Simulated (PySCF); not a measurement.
C2H6O. Atoms are numbered in the order given.

```xyz
9

C     -1.2026     0.1412     0.2462
C      0.0688    -0.4315    -0.3570
O      1.2325     0.3079     0.0027
H     -2.0772    -0.4203    -0.0908
H     -1.3277     1.1856    -0.0433
H     -1.1760     0.0895     1.3383
H      0.1808    -1.4866    -0.0769
H      0.0264    -0.3871    -1.4462
H      1.3164     0.2972     0.9623
```

Geometry: B3LYP-D3(BJ)/def2-TZVP. The values are those of a single conformer.

Method: PBE/def2-TZVPD (PySCF).

ESP charges are fitted to the potential on shells at 1.4 to 2.0 van der Waals radii. Atomic charges (e):

```
atom  ESP fit  meta-Löwdin
----  -------  -----------
C1          …        -0.36
C2       0.35         0.00
O3      -0.64        -0.52
H4          …         0.12
H5          …         0.12
H6          …         0.11
H7      -0.03         0.09
H8       0.05         0.12
H9          …         0.33
```

Problem. Complete the blanks. (The exact figures need the calculation; the answer reports its results.)

Solution. 
- C1, ESP fit: -0.50
- H4, ESP fit: 0.11
- H5, ESP fit: 0.14
- H6, ESP fit: 0.12
- H9, ESP fit: 0.39
